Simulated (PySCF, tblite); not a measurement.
Species: C5H7F.
Geometry (GFN2-xTB, Å), atoms numbered from 1 in this order:
```
atom  x, y, z in Å
C1     2.7189   -0.2898   -0.0978
C2     1.5243    0.0707    0.2409
C3     0.3164    0.4125    0.5665
C4    -0.8153    0.5125   -0.4190
C5    -1.9243   -0.4831   -0.1051
F6    -1.3463    1.7955   -0.3618
H7     3.4658    0.4310   -0.3882
H8     3.0241   -1.3241   -0.0931
H9     0.0617    0.6599    1.5882
H10   -0.4494    0.3878   -1.4460
H11   -2.2958   -0.3216    0.9044
H12   -2.7466   -0.3555   -0.8050
H13   -1.5379   -1.4953   -0.1855
```

Jobs on this species (13 atoms, 46 electrons) with PySCF (density fitting) and tblite. Hardware of each: an Arm Neoverse N1 with one thread, shared host. The host was shared with other jobs, so the times are rough.

```json
{"level and settings": "B3LYP/pcJ-1", "work": "spin–spin couplings from 13 perturbed nuclei, spin–dipole term for 1 of them", "basis functions": "232", "SCF cycles": "?", "wall time": "?"}
{"level and settings": "GFN2-xTB", "work": "L-BFGS relaxation", "basis functions": "–", "SCF cycles": "–", "wall time": "0.72 s"}
{"level and settings": "PBE0/pcSseg-1", "work": "shieldings, charges and field gradients", "basis functions": "137", "SCF cycles": "14", "wall time": "23 s"}
```

Task: Fill in the missing figures.

Result: 
- B3LYP/pcJ-1; spin–spin couplings from 13 perturbed nuclei, spin–dipole term for 1 of them: 61 s, 14 SCF cycles

Task: What do all jobs in the table cost together?

Result: About 85 s; the longest takes about 72 % of that, and about 85 times as long as the shortest.
